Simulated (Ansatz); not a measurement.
Input file:

```yaml
crystal:
  periodic: [false, false, false]
  atoms:
    - {symbol: Ge, position_ang: [-0.187194, 1.033910, 6.106777]}
    - {symbol: N, position_ang: [-0.684867, -0.368807, -6.335113]}
    - {symbol: H, position_ang: [0.345583, -1.541190, 7.429654]}
    - {symbol: H, position_ang: [0.526480, 0.876088, -7.201318]}
basis:
  gaussian: {orbitals: STO-3G}
magnetization: {spin_polarized: false, initial_magnetization: 3}
correlation: {method: fic_mrcisd_q_relaxed, electrons: outside_noble_gas, active_space: {window: {electrons: 7, orbitals: 5}}}
scf: {lower_state_search: off}
```

```sh
$ ansatz run in.yaml --threads 1 --pin off --events-out ev --progress --plain --max-ram 2393MiB
```

Task: How does this run end?

Result: Converged. The input was made wrong on purpose (coordinates in the wrong unit), so the run isn't a sound calculation of what was asked.
```
these checks for a lower state are left out or cut short: stability, starts, cluster_reference, orbital_swaps, neighbouring_geometries, increment
250 factors; integrals over basis functions are off by at most 2.4e-5 eV
mean field evaluation 1: about -57293.8543 eV, gradient 1.6e1 eV
mean field evaluation 2: about -57293.9135 eV, gradient 1.6e1 eV
mean field evaluation 4: about -57266.7068 eV, gradient 1.4e1 eV
mean field evaluation 8: about -57300.9635 eV, gradient 3.6e-3 eV
mean field evaluation 16: about -57308.2086 eV, gradient 1.3e-1 eV
mean field evaluation 32: about -57308.2094 eV, gradient 3.6e-6 eV
mean field -57308.20935274 eV, -2106.0378488138 hartree, gradient 3.6e-6 eV, S^2 3.750000; 0 other end points of the search recorded, 0 dependent functions left out
reference -57308.20935274 eV, -2106.0378488138 hartree; 22, 19 occupied and 3, 6 virtual orbitals, 250 factors
state -57308.20935274 eV, -2106.0378488138 hartree
contracted CI cycle   1: correlation 0.00000000 eV, 0.0000000000 hartree, residual 9.24e0 eV
contracted CI cycle   2: correlation -5.45061602 eV, -0.2003064442 hartree, residual 3.29e0 eV
contracted CI cycle   3: correlation -5.95246037 eV, -0.2187488839 hartree, residual 8.39e-1 eV
contracted CI cycle   4: correlation -5.98933938 eV, -0.2201041624 hartree, residual 2.57e-1 eV
contracted CI cycle   5: correlation -5.99383146 eV, -0.2202692435 hartree, residual 1.02e-1 eV
contracted CI cycle   6: correlation -5.99462171 eV, -0.2202982844 hartree, residual 5.77e-2 eV
contracted CI cycle   7: correlation -5.99504266 eV, -0.2203137541 hartree, residual 5.27e-2 eV
contracted CI cycle   8: correlation -5.99555533 eV, -0.2203325943 hartree, residual 5.52e-2 eV
contracted CI cycle   9: correlation -5.99578615 eV, -0.2203410770 hartree, residual 3.12e-2 eV
contracted CI cycle  10: correlation -5.99583188 eV, -0.2203427573 hartree, residual 6.98e-3 eV
contracted CI cycle  11: correlation -5.99583470 eV, -0.2203428611 hartree, residual 4.98e-3 eV
contracted CI cycle  12: correlation -5.99583586 eV, -0.2203429038 hartree, residual 2.08e-3 eV
contracted CI cycle  13: correlation -5.99583611 eV, -0.2203429131 hartree, residual 5.40e-4 eV
contracted CI cycle  14: correlation -5.99583614 eV, -0.2203429139 hartree, residual 3.19e-4 eV
contracted CI cycle  15: correlation -5.99583615 eV, -0.2203429144 hartree, residual 1.40e-4 eV
state -57308.20935274 eV, -2106.0378488138 hartree; corrected -57317.48518743 eV, -2106.3787294513 hartree
WARN: 2 active orbitals are nearly empty or full. The corrections depend on them more than the energy does, and are more stable in an active space without them
Total energy: -57317.48518743 eV, -2106.3787294513 hartree
Checks for a lower state left out: stability, starts, cluster_reference, orbital_swaps, neighbouring_geometries, increment
```
